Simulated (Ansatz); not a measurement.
## Ansatz (development build ahead of 0.2.0) run

```yaml
crystal:
  periodic: [false, false, false]
  atoms:
    - { symbol: "N", position_ang: [0.0, 0.0, -0.63305] }
    - { symbol: O, position_ang: [0.0, 0.0, 0.63305] }
basis:
  gaussian: { orbitals: cc-pVTZ }
magnetization:
  initial_magnetization: 1
hamiltonian:
  xc: hf
correlation:
  method: bccd_t
  frozen_orbitals: { "N": 1, O: 1 }
```

The input is written out in the form of the current development build from the run's settings. Correlation on restricted open-shell orbitals is semicanonical, with singles.

The run gave:

- Converged: yes
- Reference energy (starting determinant): -129.25024 hartree
- Correlation energy: -0.45000 hartree
- Total energy: -129.70024 hartree
